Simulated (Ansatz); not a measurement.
in.yaml

```yaml
crystal:
  periodic: [false, false, false]
  atoms:
    - {symbol: Nb, position_ang: [0.000000, 0.000000, 0.000000]}
    - {symbol: H, position_ang: [0.000000, 0.000000, 3.816000]}
basis:
  gaussian: {orbitals: def2-SVPD}
magnetization: {spin_polarized: true, initial_magnetization: 4}
correlation: {method: bccd, electrons: outside_noble_gas, diis_vectors: 1}
scf: {lower_state_search: off}
charge: 1
output: {forces: true}
```

```sh
$ ansatz run in.yaml --threads 1 --pin off --events-out ev --progress --plain --max-ram 2393MiB
```

One thing in this input was set wrong on purpose, beside settings that are merely unusual. What is the gravest fault, and what does the program do?

Unknown input key. How the run ends: refused.
```
Error: YAML parse error: error: line 11 column 1: unknown field `charge`, expected one of crystal, accuracy, basis, kpoints, hamiltonian, magnetization, projection, total_charge, correlation, batch, efield, external_charges, scf, relax, neb, saddle, md, ramp, phonons, dielectric, real_time, elastic, magnetic_configurations, gw, evaluate, workflow, output, checkpoint, execution
  --> <input>:11:1
   |
 9 | correlation: {method: bccd, electrons: outside_noble_gas, diis_ve…
10 | scf: {lower_state_search: off}
11 | charge: 1
   | ^ unknown field `charge`, expected one of crystal, accuracy, basis, kpoints, hamiltonian, magnetization, projection, total_charge, correlation, batch, efield, external_charges, scf, relax, neb, saddle, md, ramp, phonons, dielectric, real_time, elastic, magnetic_configurations, gw, evaluate, workflow, output, checkpoint, execution
12 | output: {forces: true}
   |
```
